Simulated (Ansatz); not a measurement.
Consider the isomerisation: `COCC=O` → `CO/C=C/O`.

Program: Ansatz. Geometries: PBE0-D4/def2-TZVP. ΔE: electronic, gas phase. CCSD(T)/CBS adds triple-zeta CCSD(T) − MP2 to the extrapolated MP2 energy (def2 sets, frozen cores). Functionals use def2-TZVPP. B3LYP here is the variant with VWN-RPA as its local correlation; programs differ in this. One conformer a species, not always the lowest.

| level | ΔE (kcal/mol) | difference from CCSD(T)/CBS |
| --- | --- | --- |
| B3LYP-D4 | 8.5 | 0.1 |
| ωB97M-V | 8.8 | 0.4 |
| B2PLYP | 9.4 | 1.0 |
| B3LYP | 8.8 | 0.4 |
| HF/def2-TZVPP | 13.7 | 5.3 |
| MP2/def2-TZVPP | 9.2 | 0.8 |
| CCSD(T)/def2-TZVPP | 9.3 | 0.9 |
| SCS-MP2/def2-QZVPP | 10.1 | 1.7 |
| HF/CBS(def2) | 13.6 | 5.2 |
| CCSD/CBS(def2) | 9.0 | 0.6 |
| CCSD(T)/CBS | 8.4 | 0 |

Largest T1 diagnostic among the species: 0.013.

In def2-TZVPP, CCSD(T) changes the Hartree–Fock value by −4.3 kcal/mol (the triples alone add −0.6 kcal/mol) and MP2 by −4.5 kcal/mol.

CCSD(T)/CBS has its own doubt, a few kJ/mol and more with outer-core shells, so smaller differences from it don't rank the levels.
